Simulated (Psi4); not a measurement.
# SiH2F− (SMILES F[SiH2-]) at CAM-B3LYP/cc-pVTZ

Aim: the energy change on altering one bond length of SiH2F− at CAM-B3LYP/cc-pVTZ, from 2 runs. 

The results are computed with Psi4 1.11.

1 further run of the same task is left out (set aside as unsound or not needed).

## (1) The structure to begin with

The species is SiH2F− (4 atoms), meant as a singlet with charge -1. SMILES: `F[SiH2-]`. The shape is that of a GFN2-xTB optimisation.

Bond lengths: F1–Si2 1.722 Å, Si2–H3 1.529 Å, Si2–H4 1.529 Å. Angles: F1–Si2–H3 96.1°, F1–Si2–H4 96.1°, H3–Si2–H4 99.3°.

## (2) Energy and gradient at CAM-B3LYP/cc-pVTZ

Contents of fh2si.in:

```
memory 1600 MB

molecule system {
  -1 1
  F      1.224230     0.690850    -0.383870
  Si    -0.114010    -0.391590    -0.440070
  H     -1.185360     0.658330    -0.143280
  H      0.075140    -0.957590     0.967210
  symmetry c1
  no_reorient
  no_com
}

set globals {
  basis                cc-pVTZ
  puream               true
  e_convergence        1e-09
  d_convergence        1e-08
  scf_type             pk
  dft_radial_points    99
  dft_spherical_points 590
}

e_tot, wfn = gradient('cam-b3lyp', return_wfn=True)
oeprop(wfn, 'MULLIKEN_CHARGES', 'MAYER_INDICES', 'LOWDIN_CHARGES', title='CAM-B3LYP')
print_variables()
```

Command:

```
$ psi4 fh2si.in fh2si.out -n 1
```

fh2si.out:

```text
[...]
  Running in c1 symmetry.
[...]
  Nuclear repulsion =   52.569450630248966
[...]
  Multiplicity = 1
[...]
  Nalpha       = 13
  Nbeta        = 13
[...]
    Number of basis functions: 92
[...]
   @RKS iter   1:  -390.50480621149586   -5.64273e-01   5.55220e-03 DIIS/ADIIS
[...]
   @RKS iter  11:  -390.61017311551234   -3.46745e-12   2.91950e-09 DIIS
[...]
    Orbital Energies [Eh]
    ---------------------
    Doubly Occupied:
       1A    -65.967024     2A    -24.474969     3A     -5.107939
       4A     -3.469312     5A     -3.466468     6A     -3.463181
       7A     -0.986016     8A     -0.365580     9A     -0.257147
      10A     -0.253549    11A     -0.232365    12A     -0.146644
      13A     -0.020777
[...]
  @RKS Final Energy:  -390.61017311551234
   => Energetics <=
    Nuclear Repulsion Energy =             52.5694506302489657
    One-Electron Energy =                -653.1715923913767483
    Two-Electron Energy =                 234.3022619919051976
    DFT Exchange-Correlation Energy =     -24.3102933462897930
    Empirical Dispersion Energy =           0.0000000000000000
    VV10 Nonlocal Energy =                  0.0000000000000000
    Total Energy =                       -390.6101731155123389
[...]
 Multipole Moments:
 ------------------------------------------------------------------------------------
     Multipole            Electronic (a.u.)      Nuclear  (a.u.)        Total (a.u.)
 ------------------------------------------------------------------------------------
 L = 1.  Multiply by 2.5417464519 to convert [e a0] to [Debye]
 Dipole X            :        -15.9508451           15.7068555           -0.2439896
 Dipole Y            :         -0.4973620            0.8241663            0.3268042
 Dipole Z            :         17.3673713          -16.6142453            0.7531260
 Magnitude           :                                                    0.8564640
[...]
  -Total Gradient:
     Atom            X                  Y                   Z
    ------   -----------------  -----------------  -----------------
       1        0.002866382313     0.003092184206     0.001245166213
       2       -0.012216285043    -0.000356132221     0.013567423066
       3        0.004841440866    -0.001601403984    -0.007197841787
       4        0.004503260038    -0.001137503285    -0.007612967644
[...]
  Mulliken Charges: (a.u.)
   Center  Symbol    Alpha    Beta     Spin     Total
       1     F     4.72578  4.72578  0.00000 -0.45156
       2    SI     7.03517  7.03517  0.00000 -0.07034
       3     H     0.61960  0.61960  0.00000 -0.23920
       4     H     0.61945  0.61945  0.00000 -0.23890
   Total alpha = 13.00000, Total beta = 13.00000, Total charge = -1.00000
  Lowdin Charges: (a.u.)
   Center  Symbol    Alpha    Beta     Spin     Total
       1     F     4.56021  4.56021  0.00000 -0.12042
       2    SI     7.23275  7.23275  0.00000 -0.46551
[...]
```

It took 37 s on 1 thread of Intel Xeon Platinum 8259CL at 2.50GHz (Skylake/Cascade Lake), shared host; peak memory 1.1 GiB.

## (3) The distorted shape

Contents of job.py:

```python
import psi4

psi4.set_memory(1600000000)
psi4.set_num_threads(1)
psi4.core.set_output_file('psi4.out', False)

m = psi4.geometry("""
-1 1
F
Si 1 2.5832
H 2 1.52912 1 96.11617
H 2 1.528585 3 99.33733 1 97.2502
units angstrom
symmetry c1
""")

options = {'basis': 'cc-pVTZ', 'puream': True, 'e_convergence': 1e-09, 'd_convergence': 1e-08, 'scf_type': 'pk', 'dft_radial_points': 99, 'dft_spherical_points': 590}
psi4.set_options(options)

E, wfn = psi4.gradient('cam-b3lyp', return_wfn=True)
psi4.oeprop(wfn, 'MAYER_INDICES', 'DIPOLE', 'WIBERG_LOWDIN_INDICES', title='CAM-B3LYP')
print('gradient / Eh bohr^-1')
print(E.np.round(6))
print(f'energy = {wfn.energy():.10f} Eh')
for k, v in sorted(psi4.core.scalar_variables().items()):
    print(f'{k:45s} {v:18.10f}')
```

Command:

```
$ python job.py
```

psi4.out:

```text
[...]
  Running in c1 symmetry.
[...]
  Nuclear repulsion =   38.764800765113854
[...]
  Multiplicity = 1
[...]
  Nalpha       = 13
  Nbeta        = 13
[...]
    Number of basis functions: 92
[...]
   @RKS iter   1:  -390.38558547111910   -7.75665e-01   7.00663e-03 DIIS/ADIIS
[...]
   @RKS iter  12:  -390.53726343689272   -2.64890e-11   7.86783e-09 DIIS
[...]
    Orbital Energies [Eh]
    ---------------------
    Doubly Occupied:
       1A    -66.027348     2A    -24.375103     3A     -5.165862
       4A     -3.528820     5A     -3.523126     6A     -3.520244
       7A     -0.849424     8A     -0.379558     9A     -0.208266
      10A     -0.142669    11A     -0.126803    12A     -0.124238
      13A     -0.076856
[...]
  @RKS Final Energy:  -390.53726343689272
   => Energetics <=
    Nuclear Repulsion Energy =             38.7648007651138542
    One-Electron Energy =                -625.7874763496733976
    Two-Electron Energy =                 220.7258892172969524
    DFT Exchange-Correlation Energy =     -24.2404770696300815
    Empirical Dispersion Energy =           0.0000000000000000
    VV10 Nonlocal Energy =                  0.0000000000000000
    Total Energy =                       -390.5372634368926583
[...]
  -Total Gradient:
     Atom            X                  Y                   Z
    ------   -----------------  -----------------  -----------------
       1        0.001948632194     0.001629422380    -0.041803523241
       2       -0.011607226319    -0.009572467545     0.037165806376
       3        0.007470226027     0.000741934990     0.002324639413
       4        0.002187717123     0.007200564075     0.002313710878
[...]
 Multipole Moments:
 ------------------------------------------------------------------------------------
     Multipole            Electronic (a.u.)      Nuclear  (a.u.)        Total (a.u.)
 ------------------------------------------------------------------------------------
 L = 1.  Multiply by 2.5417464519 to convert [e a0] to [Debye]
 Dipole X            :          1.3055804           -1.3733631           -0.0677827
 Dipole Y            :          1.0944598           -1.1505688           -0.0561090
 Dipole Z            :         -2.7380620            3.6909341            0.9528721
 Magnitude           :                                                    0.9569263
[...]
```

On the terminal:

```text
gradient / Eh bohr^-1
[[ 0.001949  0.001629 -0.041804]
 [-0.011607 -0.009572  0.037166]
 [ 0.00747   0.000742  0.002325]
 [ 0.002188  0.007201  0.002314]]
energy = -390.5372634369 Eh
CURRENT ENERGY                                   -390.5372634369
CURRENT REFERENCE ENERGY                         -390.5372634369
DD SOLVATION ENERGY                                 0.0000000000
DFT FUNCTIONAL TOTAL ENERGY                      -390.5372634369
DFT TOTAL ENERGY                                 -390.5372634369
DFT VV10 ENERGY                                     0.0000000000
DFT XC ENERGY                                     -24.2404770696
GRID ELECTRONS ALPHA                               12.9999999912
GRID ELECTRONS BETA                                12.9999999912
GRID ELECTRONS TOTAL                               25.9999999823
NUCLEAR REPULSION ENERGY                           38.7648007651
ONE-ELECTRON ENERGY                              -625.7874763497
PCM POLARIZATION ENERGY                             0.0000000000
PE ENERGY                                           0.0000000000
SCF ITERATION ENERGY                             -390.5372634369
SCF ITERATIONS                                     12.0000000000
SCF TOTAL ENERGY                                 -390.5372634369
TWO-ELECTRON ENERGY                               220.7258892173
XC GRID RADIAL POINTS                              99.0000000000
XC GRID SPHERICAL POINTS                          590.0000000000
XC GRID TOTAL POINTS                           225277.0000000000
```

Run time: 37 s. Hardware: 1 thread of Intel Xeon Platinum 8259CL at 2.50GHz (Skylake/Cascade Lake), shared host; peak memory 1.1 GiB.

## (4) Outcome

At CAM-B3LYP/cc-pVTZ:

| quantity | value |
| --- | --- |
| first shape: total energy | -390.61017 Eh |
| first shape: HOMO energy | -0.57 eV |
| first shape: LUMO energy | 6.93 eV |
| first shape: HOMO–LUMO gap (to an unbound level, set by the basis) | 7.50 eV |
| first shape: largest force on an atom | 0.939 eV/Å |
| distorted shape: total energy | -390.53726 Eh |
| distorted shape: HOMO energy | -2.09 eV |
| distorted shape: LUMO energy | 4.55 eV |
| distorted shape: HOMO–LUMO gap (to an unbound level, set by the basis) | 6.64 eV |
| distorted shape: largest force on an atom | 2.154 eV/Å |
| energy change with the F1–Si2 bond stretched from 1.722 to 2.583 Å | 1.984 eV |

What this shows: With the F1–Si2 bond stretched from 1.722 to 2.583 Å the energy rises by 1.98 eV (191 kJ/mol). The first shape isn't relaxed at this level, so the change isn't measured from a minimum. The largest force (first shape) is 0.94 eV/Å: the shape isn't a stationary point for this species at this level. Mulliken charges (first shape) run from -0.45 on F1 to -0.07 on Si2; they depend strongly on the basis.
